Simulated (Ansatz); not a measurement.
Two shapes of singlet SiH₂.

Shape 1:

```xyz
3

Si    0.0000    0.0000   -0.1342
H     0.0000    1.0962    0.9391
H     0.0000   -1.0962    0.9391
```

Shape 2:

```xyz
3

Si    0.0000    0.0000   -0.1449
H     0.0000    1.1839    1.0142
H     0.0000   -1.1839    1.0142
```

Basis set: def2-TZVP (spherical functions). Correlated methods keep 5 orbitals frozen. Charge 0, multiplicity 1.

Computed with Ansatz (development build ahead of 0.2.0); each method stands on the lowest determinant of its kind that the runs found.

(1) Which shape is lower in energy, and by how much in each method?

Results:

(1)

```csv
method,E(2) − E(1) (eV)
RHF,0.282
RHF-MP2,0.269
```

Shape 1 is lower.
